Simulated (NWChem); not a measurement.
A series in which one site is exchanged, each optimised at PBE0/def2-SVP with NWChem, gas phase unless a solvent is named. For some, no frequency run checked for a minimum. def2 effective core potentials on Zr, Hf; no spin-orbit coupling.

A: [Zr](=[O])=[O] (ZrO2; site = Zr)
B: O=S=O (SO₂; site = S)
C: [Hf](=[O])=[O] (HfO2; site = Hf)
D: [Si](=O)=O (SiO2; site = Si)

### Question
Rank them by orbital gap (eV), PBE0/def2-SVP, lowest first.

### Answer
C (3.31), A (3.81), B (5.88), D (6.44)
